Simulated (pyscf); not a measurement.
**Concerted two-bond exchange: H₂C=Si(CH₃)–CH₃ + H₂ -> H₂C=Si(CH₃)–CH₃ + H₂**

Gas phase, singlet surface, charge 0. Bonds broken: C4–H14, H5–H8. Bonds formed: C1–H5, H8–H14. Single points on ωB97X-D3(BJ)/def2-SVP structures (PySCF, gas phase).

Transition state (Å):

```xyz
14

C      0.8469    -0.4832    -0.2208
Si    -0.1537     0.5856     0.8126
C     -1.7281    -0.1157     1.5462
C     -0.2487     2.1525    -0.0521
H      0.2861    -0.0458    -1.3125
H      1.8728    -0.1443    -0.4226
H      0.7998    -1.5751    -0.1068
H     -0.1462     0.7711    -2.0389
H     -2.4521    -0.2894     0.7305
H     -1.5464    -1.0763     2.0515
H     -2.1880     0.5793     2.2651
H      0.7070     2.6604    -0.2440
H     -1.0470     2.8719     0.1772
H     -0.3874     1.5670    -1.2082
```

One imaginary mode, 1865i cm⁻¹; descent along it reached the two sides named.

| bond | change | reactant side (Å) | saddle | product side |
|---|---|---|---|---|
| C4–H14 | breaks | 1.102 | 1.303 | 3.1 |
| H5–H8 | breaks | 0.762 | 1.176 | 3.3 |
| C1–H5 | forms | 3.1 | 1.303 | 1.102 |
| H8–H14 | forms | 3.4 | 1.175 | 0.762 |

Electronic energies relative to the separated reactants (kcal/mol):

| level | barrier | reaction energy | reverse barrier |
|---|---|---|---|
| ωB97X-D3(BJ)/def2-TZVP | 50.2 | 0.0 | 50.2 |
| PBE/def2-TZVP | 35.8 | 0.0 | 35.8 |
| r²SCAN/def2-TZVP | 38.9 | 0.0 | 38.9 |
| B3LYP-D3(BJ)/def2-TZVP | 43.7 | 0.0 | 43.7 |
| PBE0-D3(BJ)/def2-TZVP | 40.5 | 0.0 | 40.5 |
| M06-2X/def2-TZVP | 49.8 | 0.0 | 49.8 |
| ωB97M-D3(BJ)/def2-TZVP | 48.7 | 0.0 | 48.7 |
| HF/def2-TZVP | 72.1 | 0.0 | 72.1 |

With ωB97M-D3(BJ)/def2-TZVP energies and thermal terms (ideal gas, 1 atm, RRHO with modes under 100 cm⁻¹ raised to 100, one conformer, R ln 2 for chiral ones without a mode under 150 cm⁻¹), in kcal/mol:

```json
[
 {"T (K)": "298", "ΔH‡": "46.9", "ΔG‡": "56.0", "ΔH": "0.0", "ΔG": "0.0"},
 {"T (K)": "600", "ΔH‡": "45.8", "ΔG‡": "65.7", "ΔH": "0.0", "ΔG": "0.0"},
 {"T (K)": "900", "ΔH‡": "45.8", "ΔG‡": "75.7", "ΔH": "0.0", "ΔG": "0.0"},
 {"T (K)": "1200", "ΔH‡": "46.3", "ΔG‡": "85.7", "ΔH": "0.0", "ΔG": "0.0"}
]
```

H₂C=Si(CH₃)–CH₃ lies 7.1 kcal/mol over its isomer H₂C=CH–SiH₂–CH₃ (electronic energy, ωB97M-D3(BJ)/def2-TZVP). This is the saddle that the search found; another between the same sides may lie lower.
